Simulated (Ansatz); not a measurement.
One change: `CNC1(O)C=N1` becomes `CC1(O)C=N1`.

Ansatz, PBE0-D4/def2-TZVP geometries, multiplicity 1. Each molecule was computed in one conformer, which needn't be the lowest.

| property | `CNC1(O)C=N1` |
| --- | --- |
| HOMO energy (PBE0/def2-TZVPP) / eV | -6.99 |
| HOMO energy (PBE/def2-TZVPP) / eV | -5.53 |
| LUMO energy (B3LYP/def2-TZVPP) / eV | -1.03 |
| HOMO–LUMO gap (PBE0/def2-TZVPP) / eV | 6.25 |
| size of the dipole moment (B3LYP/def2-TZVPP) / D | 1.95 |
| LUMO energy (ωB97M-V/def2-TZVPP) / eV | 1.55 |

(1) What does the change do to each property? (An estimate is asked.)

Answers

(1) Ansatz gave: 
```csv
property,`CC1(O)C=N1`,shift
HOMO energy (PBE0/def2-TZVPP) / eV,-7.09,-0.10
HOMO energy (PBE/def2-TZVPP) / eV,-5.70,-0.17
LUMO energy (B3LYP/def2-TZVPP) / eV,-1.06,-0.03
HOMO–LUMO gap (PBE0/def2-TZVPP) / eV,6.33,0.08
size of the dipole moment (B3LYP/def2-TZVPP) / D,2.01,0.06
LUMO energy (ωB97M-V/def2-TZVPP) / eV,1.52,-0.03
```

Dipoles are sizes alone; their direction can turn.

B3LYP here is the variant with VWN-RPA as its local correlation; programs differ in this.
